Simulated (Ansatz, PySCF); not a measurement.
This Ansatz (a quantum-chemistry and plane-wave program) input computes a CCSD(T)/cc-pVDZ energy:

Ansatz 0.2 input:
```yaml
crystal:
  periodic: [false, false, false]
  atoms:
    - {symbol: C, position_ang: [-0.09071946, 0.00000000, 0.00000000]}
    - {symbol: H, position_ang: [0.27215839, 0.00000000, -1.03552753]}
    - {symbol: H, position_ang: [0.27215839, 0.00000000, 1.03552753]}
basis:
  gaussian:
    orbitals: cc-pVDZ
total_charge: 1
magnetization: {spin_polarized: true, initial_magnetization: 1}
correlation: {method: ccsd_t, electrons: outside_noble_gas}
```

**Question.** Write an input for the same energy in PySCF and say what it gives.

**Answer.** 
```python
from pyscf import gto, scf, mp, cc as ccmod

mol = gto.M(
    atom='''
    C    -0.09071946    0.00000000    0.00000000
    H     0.27215839    0.00000000   -1.03552753
    H     0.27215839    0.00000000    1.03552753
    ''',
    basis='cc-pvdz',
    charge=1,
    spin=1,
    verbose=4,
)

mf = scf.UHF(mol)
mf.conv_tol = 1e-10
mf.max_cycle = 100
mf.kernel()
mo, _, stable, _ = mf.stability(return_status=True)
if not stable:
    mf.kernel(mf.make_rdm1(mo, mf.mo_occ))
mp2 = mp.MP2(mf, frozen=1).run()
cc = ccmod.CCSD(mf, frozen=1)
cc.max_cycle = 100
cc.kernel()
et = cc.ccsd_t()
print(f'E(CCSD(T)) = {cc.e_tot + et:.9f}')
```
It gives -38.66906 Eh, and Ansatz -38.66906 Eh, a difference of 0.00 mEh.
